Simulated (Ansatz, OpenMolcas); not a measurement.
**C4H11P (tert-butylphosphine): methods side by side**

C4H11P has 16 atoms, charge 0, and is taken as a singlet. As SMILES, `CC(C)(C)P`. The shape is that of a PBE0-D4/def2-TZVP optimisation. This is one conformer, not always the lowest.

Each level gives the vertical ionisation energy (to the doublet cation) (eV). The values are calculated.

```
                                level                    kind     program  value (eV)  CPU time (all runs)
    BLYP/6-31G* (spherical functions)                     GGA  OpenMolcas        8.78              4.9 min
  revPBE/6-31G* (spherical functions)                     GGA      Ansatz        8.86                 36 s
   BHLYP/6-31G* (spherical functions)           global hybrid      Ansatz        9.09                 45 s
   HSE06/6-31G* (spherical functions)  range-separated hybrid      Ansatz        9.06                 44 s
 wB97M-V/6-31G* (spherical functions)  range-separated hybrid      Ansatz        9.21              6.9 min
   wB97X/6-31G* (spherical functions)  range-separated hybrid      Ansatz        9.21              2.7 min
 RPA@PBE/6-31G* (spherical functions)                     RPA      Ansatz        8.94                 66 s
RPA@PBE0/6-31G* (spherical functions)                     RPA      Ansatz        8.89                 68 s
```

The values span 8.78 to 9.21 eV. CPU times are rough (shared hosts, several kinds of processor): they show what a rung costs within a factor of a few.
